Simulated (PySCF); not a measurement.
## [C6H6]+: g tensor and hyperfine couplings

Compound: C6H6 (charge +1 and doublet state).
SMILES with atom numbers: `[CH2+:1][C:2]1[CH:3]=[CH:4][CH:5]=[CH:6]1` (hydrogens: H7, H8 on C1; H9 on C3; H10 on C4; H11 on C5; H12 on C6)

Cartesian coordinates in Å at the GFN2-xTB level; atoms count from 1:
```xyz
12
C6H6 angstrom
C      2.0291    0.1860    0.0070
C      0.6877    0.0629    0.0002
C     -0.0934   -1.0938    0.4024
C     -1.4506   -0.7931    0.2384
C     -1.5687    0.5162   -0.2559
C     -0.2875    1.0584   -0.4097
H      2.5134    1.0957   -0.3134
H      2.6674   -0.6208    0.3331
H      0.3171   -2.0213    0.7646
H     -2.2703   -1.4563    0.4553
H     -2.4934    1.0199   -0.4795
H     -0.0495    2.0456   -0.7686
```

Level of theory: UKS B3LYP, pcH-1 on C H, non-relativistic, mean-field spin-orbit, GIAO (PySCF 2.14.0). Isolated species at its GFN2-xTB geometry, gas phase. A GFN2-xTB geometry isn't a minimum of the functional, and hyperfine couplings can be far from their values at a DFT geometry, by a factor of two or more for some ions and for spin on atoms past the first row. No stability test was run, so a lower SCF solution isn't excluded.

```
g1, g2, g3                      : 2.00219, 2.00233, 2.00298
g_iso                           : 2.00250
Form of g                       : rhombic: the two nearest values differ by 18 % of g3 − g1
⟨S²⟩                            : 0.7616 (exact 0.7500)
α and β electrons               : 21, 20
HOMO–LUMO gap, α and β orbitals : 4.38, 3.06 eV
Basis functions                 : 210
```

Isotropic coupling and dipolar principal values T1 to T3, in mT; ρ(0) is the spin density at the nucleus (MHz turned into mT with g_iso):

```json
{"atom": "C1", "isotope": "13C", "a_iso": "-0.10", "T1": "-0.22", "T2": "0.09", "T3": "0.13", "Mulliken spin population": "-0.03", "ρ(0) (bohr⁻³)": "-0.0024"}
{"atom": "C2", "isotope": "13C", "a_iso": "-0.85", "T1": "-0.11", "T2": "0.05", "T3": "0.06", "Mulliken spin population": "-0.08", "ρ(0) (bohr⁻³)": "-0.0213"}
{"atom": "C3", "isotope": "13C", "a_iso": "1.28", "T1": "-1.45", "T2": "-1.41", "T3": "2.86", "Mulliken spin population": "0.51", "ρ(0) (bohr⁻³)": "0.0320"}
{"atom": "C4", "isotope": "13C", "a_iso": "-0.24", "T1": "-0.34", "T2": "-0.28", "T3": "0.62", "Mulliken spin population": "0.07", "ρ(0) (bohr⁻³)": "-0.0061"}
{"atom": "C5", "isotope": "13C", "a_iso": "-0.25", "T1": "-0.34", "T2": "-0.28", "T3": "0.62", "Mulliken spin population": "0.07", "ρ(0) (bohr⁻³)": "-0.0061"}
{"atom": "C6", "isotope": "13C", "a_iso": "1.28", "T1": "-1.45", "T2": "-1.41", "T3": "2.86", "Mulliken spin population": "0.51", "ρ(0) (bohr⁻³)": "0.0320"}
{"atom": "H7", "isotope": "1H", "a_iso": "0.01", "T1": "-0.08", "T2": "-0.06", "T3": "0.14", "Mulliken spin population": "0.00", "ρ(0) (bohr⁻³)": "0.0000"}
{"atom": "H8", "isotope": "1H", "a_iso": "0.01", "T1": "-0.08", "T2": "-0.06", "T3": "0.14", "Mulliken spin population": "0.00", "ρ(0) (bohr⁻³)": "0.0000"}
{"atom": "H9", "isotope": "1H", "a_iso": "-1.24", "T1": "-0.70", "T2": "-0.10", "T3": "0.80", "Mulliken spin population": "-0.02", "ρ(0) (bohr⁻³)": "-0.0077"}
{"atom": "H10", "isotope": "1H", "a_iso": "-0.31", "T1": "-0.24", "T2": "-0.12", "T3": "0.36", "Mulliken spin population": "0.00", "ρ(0) (bohr⁻³)": "-0.0019"}
{"atom": "H11", "isotope": "1H", "a_iso": "-0.31", "T1": "-0.24", "T2": "-0.12", "T3": "0.36", "Mulliken spin population": "0.00", "ρ(0) (bohr⁻³)": "-0.0019"}
{"atom": "H12", "isotope": "1H", "a_iso": "-1.24", "T1": "-0.70", "T2": "-0.10", "T3": "0.80", "Mulliken spin population": "-0.02", "ρ(0) (bohr⁻³)": "-0.0077"}
```

Largest spin populations (Mulliken): C6 (+0.51), C3 (+0.51), C2 (-0.08) and C4 (+0.07). The positive populations add up to 1.16 and the negative ones to -0.16, together 2S = 1. The angles at C6 add up to 360.0°, so it is planar.

The SMILES `[CH2+][C]1C=CC=C1` draws the unpaired electron on C2, whose computed spin population is only -0.08.

Axes: g1 is normal to the molecular plane.

Under fast tumbling the dipolar parts average out, and these isotropic splittings remain: 2 × 1H (H9/H12, I = 1/2, 3 lines) with 1.24 mT and 2 × 1H (H10/H11, I = 1/2, 3 lines) with 0.31 mT.

The 13C coupling of C3/C6 (mean 36.0 MHz) shows only in satellite lines or after enrichment, since that isotope makes up about 1.07 % of natural carbon.
